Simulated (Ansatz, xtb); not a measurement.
# Ligand exchange: C3H8 + SiH2(SiH3)Cl → C2H8Si + SiH2(CH3)Cl

Species: C3H8 (propane) `CCC`, singlet; SiH2(SiH3)Cl, singlet; C2H8Si `CC[SiH3]`, singlet; SiH2(CH3)Cl ((chlorosilyl)methane), singlet. The partners trade CH3 for SiH3: C–CH3 and Si–SiH3 bonds give way to C–SiH3 and Si–CH3.

Shapes, held fixed at every level: PBE0-D4/def2-TZVP. Programs: Ansatz 0.2.0, xtb 6.7.1. The zero-point and thermal change to 298 K, harmonic and unscaled (PBE0-D4/def2-TZVP), is -4.2 kJ/mol.

```tsv
level	kind	ΔH(298 K) (kJ/mol)	less CCSD(T)/CBS estimate
GFN0-xTB	semi-empirical	-29.5	+14.7
HF/def2-SVP	Hartree–Fock	-39.3	+4.9
PBE-D4/def2-TZVPP	GGA	-33.9	+10.3
B3LYP-D4/def2-TZVPP	global hybrid	-41.9	+2.3
PBE0-D4/def2-TZVPP	global hybrid	-36.7	+7.5
B2PLYP/def2-TZVPP	double hybrid	-45.1	-0.9
MP2/def2-TZVPP	perturbation theory	-51.6	-7.4
CCSD/def2-TZVPP	coupled cluster or CI	-43.6	+0.6
CCSD(T)/CBS estimate	coupled cluster or CI	-44.2	0.0
```

The highest level, CCSD(T)/CBS estimate, gives ΔH(298 K) = -44.2 kJ/mol; the levels span -51.6 to -29.5. The column of differences is taken from that level and isn't an error. No measured value is set beside it here. The CBS estimate extrapolates MP2 from def2-TZVPP and def2-QZVPP and adds CCSD(T) − MP2 in the triple-zeta set, cores frozen.
